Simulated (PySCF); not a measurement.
Computed with PySCF, UPBE0, basis B def2-TZVP, H def2-TZVP (no relativity, density fitting).

```xyz
3
charge 0 multiplicity 2, angstrom
B     0.0000    0.0000   -0.0787
H     1.0771    0.0000    0.4301
H    -1.0771    0.0000    0.4301
```

BH₂ (doublet), along the line from B1 (at 0) through H2 (at 1.191 Å).

Task: Tabulate the fields along this line at -0.36, -0.30, -0.24, -0.18, -0.12, -0.06, 0.06, 0.12, 0.18, 0.24, 0.30, 0.36, 0.42, 0.48, 0.54, 0.60, 0.66, 0.71, 0.77, 0.83, 0.89, 0.95, 1.01, 1.07, 1.13, 1.25, 1.31, 1.37, 1.43, 1.49, 1.55, 1.61, 1.67, 1.73, 1.79, 1.85, 1.91 Å.

Result: 
```csv
distance (Å),electron density (e/Å³),spin density (e/Å³),electron localisation function,electrostatic potential (V)
-0.36,1.62,0.179,0.0858,69.2
-0.30,3,0.141,0.221,94.3
-0.24,7.05,0.0825,0.756,134
-0.18,18.9,0.0244,0.986,207
-0.12,53.7,0.0353,1,370
-0.06,158,0.34,1,928
0.06,158,0.704,1,928
0.12,53.7,0.332,0.999,370
0.18,18.9,0.167,0.984,206
0.24,7.12,0.0918,0.716,134
0.30,3.12,0.0555,0.192,94
0.36,1.8,0.0365,0.0881,69
0.42,1.39,0.0259,0.145,51.9
0.48,1.28,0.0195,0.406,39.8
0.54,1.27,0.0153,0.778,31.1
0.60,1.29,0.0124,0.942,25
0.66,1.32,0.0106,0.983,20.9
0.71,1.35,0.00965,0.994,18.8
0.77,1.41,0.00972,0.998,18.5
0.83,1.49,0.0108,0.999,20.5
0.89,1.6,0.0131,0.999,25.4
0.95,1.76,0.0165,1,34.9
1.01,1.96,0.021,1,53
1.07,2.22,0.0269,1,91.8
1.13,2.59,0.035,1,212
1.25,2.34,0.0361,1,212
1.31,1.78,0.0289,1,91.6
1.37,1.36,0.0235,1,52.3
1.43,1.04,0.0191,1,33.4
1.49,0.783,0.0155,1,22.7
1.55,0.591,0.0126,1,16
1.61,0.449,0.0103,1,11.5
1.67,0.342,0.00849,1,8.47
1.73,0.262,0.00698,0.999,6.32
1.79,0.2,0.00573,0.999,4.76
1.85,0.153,0.0047,0.999,3.63
1.91,0.118,0.00386,0.998,2.79
```

On a grid of 0.06 Å the density has a local minimum along the bond near 0.54 Å from B, at 1.27 e/Å³, where the ELF is 0.78.
